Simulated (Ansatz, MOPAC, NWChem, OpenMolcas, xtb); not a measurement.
**How methods differ on BF (SMILES [B]F)**

BF, singlet, SMILES `[B]F`. Each level relaxes the structure for itself.

Each level gives the equilibrium bond length (Å). The values are calculated.

```
                                 level                 kind     program  value (Å)
                              GFN0-xTB       semi-empirical         xtb      1.316
                              GFN1-xTB       semi-empirical         xtb      1.309
                                  MNDO       semi-empirical       MOPAC      1.266
                                   PM6       semi-empirical       MOPAC      1.286
                          PBE/def2-SVP                  GGA      NWChem      1.275
    B3LYP/6-31G* (spherical functions)        global hybrid      NWChem      1.274
                     PBE0-D4/def2-TZVP        global hybrid      Ansatz      1.263
              MP2/x2c-SV(P)all (sfX2C)  perturbation theory      Ansatz      1.269
              MP2/x2c-TZVPPall (sfX2C)  perturbation theory      Ansatz      1.269
CASSCF(10,8)/ANO-S-VTZP (RICD fitting)       multireference  OpenMolcas      1.279
```

The values span 1.263 to 1.316 Å.
